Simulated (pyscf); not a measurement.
•HC=CH–Cl → H₂C=C•–Cl (hydrogen shift; doublet surface; C–H broken, C–H formed). PySCF, gas phase, ωB97X-D3(BJ)/def2-SVP geometries. MP2 and CC: frozen core, UHF for open shells. ΔMP2 is the change of the MP2 total energy from the triple- to the quadruple-zeta basis. Energies in eV from the reactant's lowest minimum found.

```json
[
 {"level": "ωB97X-D3(BJ)/def2-TZVP", "barrier": "2.09", "reaction energy": "-0.19"},
 {"level": "PBE/def2-TZVP", "barrier": "1.78", "reaction energy": "-0.23"},
 {"level": "ωB97M-D3(BJ)/def2-TZVP", "barrier": "2.05", "reaction energy": "-0.16"},
 {"level": "MP2/def2-QZVPP", "barrier": "1.71", "reaction energy": "-0.17"},
 {"level": "CCSD/def2-TZVPP", "barrier": "2.17", "reaction energy": "-0.16"},
 {"level": "CCSD(T)/def2-TZVPP", "barrier": "2.07", "reaction energy": "-0.17"},
 {"level": "CCSD(T)/def2-TZVPP + ΔMP2(QZVPP)", "barrier": "2.04", "reaction energy": "-0.16"}
]
```

The same reactants have a lower exit, to HC≡CH + Cl• (no saddle counted: cutting one bond, which may have a small barrier of its own, costs +0.88 eV at ωB97M-D3(BJ), against +2.05 eV here). One saddle was located; it need not be the lowest between these sides. The CCSD(T) − MP2 part came from Ansatz, without density fitting, on the same reference. A UHF reference is spin-contaminated (<S²> up to 0.98), which harms MP2 most.
